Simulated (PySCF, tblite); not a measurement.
## A complex of borane and ammonia

A gas-phase complex of borane and ammonia; neutral, singlet. The structure comes from a short search (6 tight-binding starts) and was relaxed by PBE0-D3(BJ)/def2-TZVPD; another way of binding may lie lower. Frequencies by PBE0-D3(BJ)/def2-TZVPD show no clear imaginary mode.

Parts: 1 = borane (B), atoms 1–4; 2 = ammonia (N), atoms 5–8.

```xyz
8

B     0.260   -0.254    0.875
H    -0.824   -0.541    0.413
H     0.331    0.897    1.251
H     1.186   -0.585    0.167
N     0.404   -1.160    2.231
H    -0.358   -0.971    2.875
H     1.275   -0.959    2.711
H     0.390   -2.150    2.010
```
Atom numbers follow the order of the file, from 1.

Contacts between parts, classed by geometry: B1···N5 1.638 Å (bond).

The parts are joined by the bond B1–N5, so these are energies of forming such bonds; deforming the relaxed parts to their shape in the adduct costs 13.8 kcal/mol, which the interaction energies leave out.

Interaction energies are complex less parts, with the parts frozen as they stand in it; counterpoise-corrected, in kcal/mol (PySCF). The CCSD(T) estimate is Hartree-Fock/aug-cc-pVQZ, plus the MP2 correlation part extrapolated as X⁻³ from aug-cc-pVTZ and aug-cc-pVQZ, plus CCSD(T) less MP2 in aug-cc-pVDZ; noble-gas cores are frozen. It isn't the exact limit.

Q: Give the interaction energy at each level run.

A: 
| level | interaction | superposition error removed |
| --- | --- | --- |
| Hartree-Fock/aug-cc-pVQZ | -36.06 | - |
| wB97M-D3(BJ)/def2-TZVPD | -45.65 | -0.32 |
| PBE0-D3(BJ)/def2-TZVPD | -48.93 | -0.30 |
| MP2/aug-cc-pVQZ | -45.95 | -0.51 |
| CCSD(T), estimated basis limit | -45.09 | - |

Q: What holds them together? Decompose the wB97M-D3(BJ)/def2-TZVPD energy: frozen parts, their antisymmetrised product, then relaxation.

A: electrostatic -83.9, Pauli repulsion +116.4, orbital relaxation -76.6, dispersion correction -1.9 kcal/mol, which sum to the value before the counterpoise correction; the Pauli term holds the exchange-correlation of the frozen density too. Of the attraction, 52 % is electrostatic, 47 % is orbital relaxation, 1 % is dispersion correction.

The parts were also relaxed and run alone, at the levels used for the complex: shieldings by PBE0/pcSseg-2; core levels by delta-SCF with SCAN, pcX-2 on the ionised atom and pcseg-1 elsewhere, spin-free X2C.

Values alone: shielding of B1 (ppm): 2.7; shielding of N5 (ppm): 263.7; B1 1s core level (eV): 197.47; N5 1s core level (eV): 405.54.

Q: What does binding change?

A: 
```tsv
property	alone	in the complex	change
shielding of B1 (ppm)	2.7	124.2	+121.5
shielding of N5 (ppm)	263.7	229.2	-34.5
B1 1s core level (eV)	197.47	193.84	-3.63
N5 1s core level (eV)	405.54	408.19	+2.65
```

Q: What are the binding energy from relaxed parts (wB97M-D3(BJ)/def2-TZVPD), and ΔH and ΔG of association at 298.15 K and 1 atm?

A: -31.89 kcal/mol, -26.00 with zero-point energy; ΔH -27.8 and ΔG -17.7 kcal/mol, from harmonic vibrations by PBE0-D3(BJ)/def2-TZVPD with low modes damped.
